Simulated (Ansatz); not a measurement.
# CH4SSi: the cost of one run

Computed with the Python package of Ansatz 0.2.0. Level of theory: MP2/def2-SVP.

## (1) The system

Bond lengths: C1–S2 1.751 Å, S2–Si3 2.129 Å, C1–H4 1.090 Å, C1–H5 1.102 Å, C1–H6 1.085 Å, Si3–H7 1.523 Å. Angles: C1–S2–Si3 102.1°, S2–C1–H4 109.7°, S2–C1–H5 114.6°, S2–C1–H6 115.2°, H4–C1–H5 102.5°, H4–C1–H6 106.4°, H5–C1–H6 107.3°, S2–Si3–H7 108.9°.

The script holds or builds the structure itself.

## (2) Script

run_pa.py reads:

```python
'''Proton affinity of CH4SSi at one site.'''

import logging
import sys

import ansatz as az
from ase import Atoms
import numpy as np

logging.basicConfig(stream=sys.stdout, format='%(levelname)s:%(name)s:%(message)s')
log = logging.getLogger('calc')
log.setLevel(logging.INFO)


def main() -> None:
    atoms = Atoms(['C', 'S', 'Si', 'H', 'H', 'H', 'H'], positions=[
        (-0.8138, 0.6434, -0.3067),
        (-0.1313, -0.3543, 0.9605),
        (1.6287, -1.1128, 0.0323),
        (-1.7157, 1.136, 0.0578),
        (-0.1826, 1.4947, -0.6102),
        (-1.0985, 0.1139, -1.2098),
        (2.3744, -1.9888, 1.0304),
    ])
    ch4ssi = az.Crystal.molecule_from_ase(atoms)

    setup = (
        ch4ssi.calculation()
        .basis(gaussian='def2-SVP')
        .correlation('MP2')
    )
    symbols = [site.symbol for site in ch4ssi.cartesian_sites]
    start = np.array([site.position_ang for site in ch4ssi.cartesian_sites], dtype=float)
    rep = setup.relax(force_tolerance=0.01, max_steps=100).run(threads=1).report
    end = np.array(rep['positions_ang'])

    # start the new hydrogen opposite the existing bonds
    away = sum((end[1] - end[j]) / np.linalg.norm(end[1] - end[j]) for j in [0, 2]) + np.array([0.15, 0.1, -0.2])
    proton = end[1] + 1.4 * away / np.linalg.norm(away)
    acid = az.Crystal.molecule()
    for symbol, place in zip(symbols, end):
        acid = acid.atom(symbol, place.tolist())
    acid = acid.atom('H', proton.tolist())
    protonated = (
        acid.calculation()
        .basis(gaussian='def2-SVP')
        .correlation('MP2')
        .charge(1)
        .relax(force_tolerance=0.01, max_steps=80)
    )
    after = protonated.run(threads=1).report
    xyz = np.array(after['positions_ang'])
    reach = np.linalg.norm(xyz[:-1] - xyz[-1], axis=1)
    log.info(f'base {rep["free_energy_ev"]:.5f} eV, protonated {after["free_energy_ev"]:.5f} eV')
    log.info(f'the proton ends {reach.min():.3f} A from {symbols[reach.argmin()]}{reach.argmin()}')
    log.info(f'electronic proton affinity {23.060548 * (rep["free_energy_ev"] - after["free_energy_ev"]):.1f} kcal/mol')


if __name__ == '__main__':
    main()
```

## (3) Launch

Run with:

```
python run_pa.py
```

**Question.** How long does this script take on 1 thread of Arm Neoverse V1, shared host, and how much memory does it need?

About 34 s, with a peak of 0.24 GiB.
